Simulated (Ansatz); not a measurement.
A run for Ansatz (a quantum-chemistry and plane-wave program): U-B97M-V/def2-TZVPPD on CH3 (SMILES [CH3]), 2S+1 = 2. Files ending in .json are basis or fitting sets from the Basis Set Exchange.

Ansatz 0.2 input:
```yaml
crystal:
  periodic: [false, false, false]
  atoms:
    - {symbol: C, position_ang: [0.00000000, 0.00000000, -0.00000000]}
    - {symbol: H, position_ang: [0.00000000, 0.00000000, 1.07731727]}
    - {symbol: H, position_ang: [-0.00000000, 0.93298412, -0.53865863]}
    - {symbol: H, position_ang: [0.00000000, -0.93298412, -0.53865863]}
basis:
  gaussian:
    orbitals: def2-TZVPPD.json
hamiltonian:
  xc: {name: B97M-V}
magnetization: {spin_polarized: true, initial_magnetization: 1}
```

The head of its log:

```
WARN ansatz: RAYON_NUM_THREADS=2 ignored (pool sized by the plan → 2); use --threads N
Functional definition: B97M-V
integrals: 0.01 GiB planned
351 factors; their error is unknown
mean field: 0.26 GiB planned
mean field evaluation 1: about -1081.4571 eV, gradient 2.4e1 eV
mean field evaluation 2: about -1080.4155 eV, gradient 2.7e1 eV
```

Task: What total energy does the run end on?

Result: -39.8518 hartree.
